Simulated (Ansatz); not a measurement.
Gas-phase electronic energies from Ansatz, PBE0-D4/def2-TZVP geometries. CCSD(T)/CBS is the MP2 limit (def2-TZVPP, def2-QZVPP) plus CCSD(T) − MP2 in def2-TZVPP, frozen cores. This one scheme is used for every species. DFT in def2-TZVPP. HSE06 is defined as in plane-wave codes. Each species was taken in one conformer, which may not be the lowest.

Reaction (formal exchange of groups at a P–P bond): `PP` + `N[SiH3]` → `N[SiH2]P` + PH₃

```csv
level,ΔE (kJ/mol)
r2SCAN0-D4,-20.4
CAM-B3LYP-D4,-20.0
PBE-QIDH,-19.8
HSE06,-18.9
LC-ωPBE,-21.9
RPA@PBE/def2-TZVPP,-17.5
SCS-MP2/def2-QZVPP,-16.1
HF/CBS(def2),-15.3
```

Task: What does CCSD(T)/CBS give? (Best estimate.)

Result: Ansatz gave: -19.2 kJ/mol. The listed levels differ from it by -1.2, -0.8, -0.6, 0.3, -2.7, 1.7, 3.1, 3.9 kJ/mol.

Largest T1 diagnostic among the species: 0.014.

Leaving LDA and LC-ωPBE aside and taking each functional with its dispersion term where it has one, the values, not all of them listed here, spread over 3.9 kJ/mol, from B97M-V to BLYP-D4. LDA lies −4.4 kJ/mol from PBE without D4. In def2-TZVPP, CCSD(T) changes the Hartree–Fock value by −4.7 kJ/mol (the triples alone add +0.1 kJ/mol) and MP2 by −3.1 kJ/mol.
